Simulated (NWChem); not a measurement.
Program: NWChem. System: AlCl$_{3}$, charge 0, spin multiplicity 1, displaced from the optimised geometry. The structure started from a generated list of species. Level: BP86/def2-SVP.

The NWChem input:

```
start mol
memory heap 200 mb stack 900 mb global 1100 mb
geometry units angstroms nocenter noautoz
  Al     0.000000     0.000000    -0.000007
  Cl     0.000000     0.000000     2.129040
  Cl     1.843812     0.000000    -1.064517
  Cl    -1.843812     0.000000    -1.064517
  symmetry group C2v
end
basis spherical
  * library def2-svp
end
dft
  xc becke88 perdew86
  semidirect memsize 60000000 filesize 0
  iterations 100
  cgmin
end
task dft gradient
```

NWChem printed:

```
             Northwest Computational Chemistry Package (NWChem) 7.3.0
             --------------------------------------------------------

                                NWChem Input Module
                                -------------------

 Scaling coordinates for geometry "geometry" by  1.889725989
 (inverse scale =  0.529177249)

 Turning off AUTOSYM since
 SYMMETRY directive was detected!

                             Geometry "geometry" -> ""
                             -------------------------

 Output coordinates in angstroms (scale by  1.889725989 to convert to a.u.)

  No.       Tag          Charge          X              Y              Z
 ---- ---------------- ---------- -------------- -------------- --------------
    1 Al                  13.0000     0.00000000     0.00000000    -0.00000700
    2 Cl                  17.0000     0.00000000     0.00000000     2.12904000
    3 Cl                  17.0000     1.84381200     0.00000000    -1.06451700
    4 Cl                  17.0000    -1.84381200     0.00000000    -1.06451700

 Effective nuclear repulsion energy (a.u.)     289.2052946283

            Nuclear Dipole moment (a.u.)
            ----------------------------
        X                 Y               Z
 ---------------- ---------------- ----------------
     0.0000000000     0.0000000000     0.0000207870

      Symmetry information
      --------------------

 Group name             C2v
 Group number             16
 Group order               4
 No. of unique centers     3

      Symmetry unique atoms

     1    2    3


 Summary of "ao basis" -> "" (spherical)
 ------------------------------------------------------------------------------
       Tag                 Description            Shells   Functions and Types
 ---------------- ------------------------------  ------  ---------------------
 *                          def2-svp                  on all atoms

  perdew86 is a nonlocal functional; adding perdew81 local functional.

                                 NWChem DFT Module
                                 -----------------

 Summary of "ao basis" -> "ao basis" (spherical)
 ------------------------------------------------------------------------------
       Tag                 Description            Shells   Functions and Types
 ---------------- ------------------------------  ------  ---------------------
 Al                         def2-svp                 8       18   4s3p1d
 Cl                         def2-svp                 8       18   4s3p1d

 Summary of "ao basis" -> "ao basis" (spherical)
 ------------------------------------------------------------------------------
       Tag                 Description            Shells   Functions and Types
 ---------------- ------------------------------  ------  ---------------------
 Al                         def2-svp                 8       18   4s3p1d
 Cl                         def2-svp                 8       18   4s3p1d

      Symmetry analysis of basis
      --------------------------

        a1         31
        a2          7
        b1         21
        b2         13

            General Information
            -------------------
          SCF calculation type: DFT
          Wavefunction type:  closed shell.
          No. of atoms     :     4
          No. of electrons :    64
           Alpha electrons :    32
            Beta electrons :    32
          Charge           :     0
          Spin multiplicity:     1
          Use of symmetry is: on ; symmetry adaption is: on
[...]
  ----- ------------  ---------------      ----- ------------  ---------------
    30      0.531116  2 Cl py                27      0.387902  2 Cl py
    48     -0.265546  3 Cl py                66     -0.265546  4 Cl py
    24      0.227316  2 Cl py                45     -0.193942  3 Cl py
    63     -0.193942  4 Cl py

 Vector   32  Occ=2.000000D+00  E=-2.892762D-01  Symmetry=b1
              MO Center= -9.7D-14, -2.1D-21,  1.1D-04, r^2= 5.6D+00
   Bfn.  Coefficient  Atom+Function         Bfn.  Coefficient  Atom+Function
  ----- ------------  ---------------      ----- ------------  ---------------
    29      0.383013  2 Cl px                49     -0.331679  3 Cl pz
    67      0.331679  4 Cl pz                26      0.284158  2 Cl px
    46     -0.246073  3 Cl pz                64      0.246073  4 Cl pz
    47     -0.191485  3 Cl px                65     -0.191485  4 Cl px
    23      0.165257  2 Cl px

 Vector   33  Occ=0.000000D+00  E=-9.062921D-02  Symmetry=a1
              MO Center= -1.2D-15, -2.5D-14, -1.3D-05, r^2= 4.0D+00
   Bfn.  Coefficient  Atom+Function         Bfn.  Coefficient  Atom+Function
  ----- ------------  ---------------      ----- ------------  ---------------
     4      0.710168  1 Al s                  3      0.692406  1 Al s
    31      0.355845  2 Cl pz                 2      0.340699  1 Al s
    47      0.308175  3 Cl px                65     -0.308175  4 Cl px
    22     -0.228582  2 Cl s                 40     -0.228585  3 Cl s
    58     -0.228585  4 Cl s                 28      0.198727  2 Cl pz

 Vector   34  Occ=0.000000D+00  E=-7.434518D-02  Symmetry=b2
              MO Center= -7.1D-15,  2.4D-14, -6.9D-06, r^2= 3.8D+00
   Bfn.  Coefficient  Atom+Function         Bfn.  Coefficient  Atom+Function
  ----- ------------  ---------------      ----- ------------  ---------------
    12      0.677101  1 Al py                 9      0.486267  1 Al py
    30     -0.260446  2 Cl py                48     -0.260447  3 Cl py
    66     -0.260447  4 Cl py                 6     -0.220378  1 Al py
    27     -0.154568  2 Cl py                45     -0.154568  3 Cl py
    63     -0.154568  4 Cl py

 Vector   35  Occ=0.000000D+00  E= 4.061858D-02  Symmetry=a1
              MO Center=  4.0D-11,  2.6D-15, -4.1D-01, r^2= 4.6D+00
   Bfn.  Coefficient  Atom+Function         Bfn.  Coefficient  Atom+Function
  ----- ------------  ---------------      ----- ------------  ---------------
    13      1.221962  1 Al pz                22     -0.529666  2 Cl s
    10      0.345027  1 Al pz                31      0.320229  2 Cl pz
    47     -0.283180  3 Cl px                65      0.283180  4 Cl px
    40      0.264834  3 Cl s                 58      0.264834  4 Cl s
    21     -0.210439  2 Cl s                 49     -0.170276  3 Cl pz

            General Information
            -------------------
          SCF calculation type: DFT
          Wavefunction type:  closed shell.
          No. of atoms     :     4
          No. of electrons :    64
           Alpha electrons :    32
            Beta electrons :    32
          Charge           :     0
          Spin multiplicity:     1
          Use of symmetry is: on ; symmetry adaption is: on
          Maximum number of iterations: 100
          AO basis - number of functions:    72
                     number of shells:    32
          Convergence on energy requested:  1.00D-06
          Convergence on density requested:  1.00D-05
          Convergence on gradient requested:  5.00D-04

              XC Information
              --------------
                    Becke 1988 Exchange Functional  1.000
                Perdew 1981 Correlation Functional  1.000 local
                Perdew 1986 Correlation Functional  1.000 non-local

             Grid Information
             ----------------
          Grid used for XC integration:  medium
          Radial quadrature: Mura-Knowles
          Angular quadrature: Lebedev.
          Tag              B.-S. Rad. Rad. Pts. Rad. Cut. Ang. Pts.
          ---              ---------- --------- --------- ---------
          Al                  1.25       88           7.0       590
          Cl                  1.00       88          10.0       590
          Grid pruning is: on
          Number of quadrature shells:   264
          Spatial weights used:  Erf1

          Convergence Information
          -----------------------
          Convergence aids based upon iterative change in
          total energy or number of iterations.
          Levelshifting, if invoked, occurs when the
          HOMO/LUMO gap drops below (HL_TOL):  1.00D-02
          DIIS, if invoked, will attempt to extrapolate
          using up to (NFOCK): 10 stored Fock matrices.

                    Damping( 0%)  Levelshifting(0.5)       DIIS
                  --------------- ------------------- ---------------
          dE  on:    start            ASAP                start
          dE off:    2 iters        100 iters           100 iters

      Screening Tolerance Information
      -------------------------------
          Density screening/tol_rho:  1.00D-10
          AO Gaussian exp screening on grid/accAOfunc:  14
          CD Gaussian exp screening on grid/accCDfunc:  20
          XC Gaussian exp screening on grid/accXCfunc:  20
          Schwarz screening/accCoul:  1.00D-08

                            NWChem DFT Gradient Module
                            --------------------------

  charge          =   0.00
  wavefunction    = closed shell

  Using symmetry

                         DFT ENERGY GRADIENTS

    atom               coordinates                        gradient
                 x          y          z           x          y          z
   1 Al      0.000000   0.000000  -0.000013    0.000000   0.000000  -0.000002
   2 Cl      0.000000   0.000000   4.023302    0.000000   0.000000   0.010687
   3 Cl      3.484299   0.000000  -2.011645    0.009254   0.000000  -0.005343
   4 Cl     -3.484299   0.000000  -2.011645   -0.009254  -0.000000  -0.005343

                 ----------------------------------------
                 |  Time  |  1-e(secs)   |  2-e(secs)   |
                 ----------------------------------------
                 |  CPU   |       0.00   |       0.41   |
                 ----------------------------------------
                 |  WALL  |       0.00   |       0.41   |
                 ----------------------------------------

 Task  times  cpu:        1.4s     wall:        1.4s

 Total times  cpu:        1.4s     wall:        1.4s
```
